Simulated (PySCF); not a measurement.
# Exercise with solution: chemical shift, span and skew from a shielding tensor

isobutene (C₄H₈), SMILES C(C)(=C)C. Atoms are numbered in the order given.

```xyz
12

C     -1.2698     0.0000     0.6770
C      0.0000     0.0000    -0.1211
C      1.2698     0.0000     0.6770
C      0.0000     0.0000    -1.4590
H     -1.3193     0.8834     1.3364
H     -1.3193    -0.8834     1.3364
H     -2.1609     0.0000     0.0340
H      1.3193     0.8834     1.3364
H      2.1609     0.0000     0.0340
H      1.3193    -0.8834     1.3364
H      0.9335     0.0000    -2.0289
H     -0.9335     0.0000    -2.0289
```

Coordinates come from a PBE0-D3(BJ)/def2-SVP optimisation.

GIAO shieldings from PBE0/pcSseg-1 (PySCF), non-relativistic, no solvent. The symmetric part of the tensor of C4 has the principal values -38.0, 97.4, 136.7 ppm. The same nucleus in TMS has σ = 186.3 ppm at this level (PySCF, at its B3LYP-D3(BJ)/def2-TZVP geometry).

### Question
Work out the isotropic shielding, the ¹³C shift against TMS, the span and the skew.

### Answer

σ(iso) = (σ11 + σ22 + σ33)/3 = 65.4 ppm. δ = σ(ref) − σ(iso) = 186.3 − (65.4) = 120.9 ppm.
Span Ω = σ33 − σ11 = 174.7 ppm. Skew κ = 3(σ(iso) − σ22)/Ω = -0.55. Tumbling in solution averages the tensor to δ; in a static solid the shielding alone would spread this spin-1/2 line over Ω.
